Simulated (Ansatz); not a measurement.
Basis-set extrapolation for C$_{3}$H$_{5}$NO$_{2}$, SMILES `C/N=C(/O)C=O` (PBE0-D4/def2-TZVP geometry, frozen core, the Gaussian-basis code of Ansatz). Multiplicity 1, RHF reference.

```csv
,def2-TZVPP,def2-QZVPP
HF,-320.789731,-320.804103
MP2 correlation,-1.149551,-1.232476
CCSD(T) correlation,-1.222755,not run
```

Energies in hartree. Use E(X) = E(∞) + A·exp(−7.88·√X) for Hartree–Fock and E(X) = E(∞) + B·X^(−2.97) for correlation, with X = 3 and 4, and add CCSD(T) minus MP2 of the smaller set to the MP2 limit.

Question: What is the CCSD(T) energy at the basis-set limit?

Answer: HF limit: -320.804103 + (-0.014372) × 0.13774 = -320.80608. MP2 limit: -1.232476 + (-0.082925) × 0.74074 = -1.29390. Higher-order term: -1.222755 − (-1.149551) = -0.07320. Total: -322.17318 hartree, 100.8 kcal/mol below CCSD(T)/def2-TZVPP.
